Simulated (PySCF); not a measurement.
# Building multiplets from coupling constants

Atom-mapped SMILES (the numbers label the heavy atoms): `[F:1][c:2]1[cH:3][cH:4][cH:5][cH:6][cH:7]1`. Hydrogens are named by the atom that carries them.

[PySCF 2.14: PBE0-D3(BJ)/def2-SVP geometry; J: B3LYP/pcJ-1 (spin–dipole term only in couplings to heteroatoms); shieldings: GIAO PBE0/pcSseg-1; isolated molecule; averaged over atoms made equivalent by symmetry, fast rotation or ring inversion; one conformer; non-relativistic Hamiltonian]

Chemical shifts δ = σref − σ; $^{13}$C (σ = 184.41 ppm) and $^{1}$H (σ = 31.27 ppm) against TMS; $^{19}$F (σ = 177.25 ppm) against CFCl3, all at this level.

Spectrometer: 800 MHz for $^{1}$H. First-order analysis; couplings under 1 Hz (under 4 Hz in carbon signals) are ignored, and nearly equal couplings are merged; the smaller ones broaden or split the lines further.

Task: What pattern does C2 show in the proton-coupled $^{13}$C spectrum?

Result: A doublet of triplets of triplets at δ 170.5: 315.4 Hz to F1 (1 × $^{19}$F, 1 bond away), 11.2 Hz to H(C4)/H(C6) (2 × $^{1}$H, 3 bonds away), 4.6 Hz to H(C3)/H(C7) (2 × $^{1}$H, 2 bonds away). Lines in Hz from the centre (relative intensity): +173.5 (1), +168.9 (2), +164.3 (1), +162.3 (2), +157.7 (4), +153.1 (2), +151.1 (1), +146.5 (2), +141.9 (1), -141.9 (1), -146.5 (2), -151.1 (1), -153.1 (2), -157.7 (4), -162.3 (2), -164.3 (1), -168.9 (2), -173.5 (1). The outer lines are 347.0 Hz apart, the sum of the couplings kept, or 1.725 ppm at this field.

Task: What pattern does F1 show ($^{19}$F)?

Result: A triplet of triplets at δ -109.7: 9.0 Hz to H(C3)/H(C7) (2 × $^{1}$H, 3 bonds away), 5.2 Hz to H(C4)/H(C6) (2 × $^{1}$H, 4 bonds away). Lines in Hz from the centre (relative intensity): +14.2 (1), +9.0 (2), +5.2 (2), +3.8 (1), +0.0 (4), -3.8 (1), -5.2 (2), -9.0 (2), -14.2 (1). The outer lines are 28.4 Hz apart, the sum of the couplings kept, or 0.038 ppm at this field.

Task: What pattern does H(C5) show ($^{1}$H)?

Result: A triplet at δ 7.22: 8.2 Hz to H(C4)/H(C6) (2 × $^{1}$H, 3 bonds away). Lines in Hz from the centre (relative intensity): +8.2 (1), +0.0 (2), -8.2 (1). The outer lines are 16.4 Hz apart, the sum of the couplings kept, or 0.020 ppm at this field.

Unscaled 3J(H,H) at this level run about 9 % above measured values.
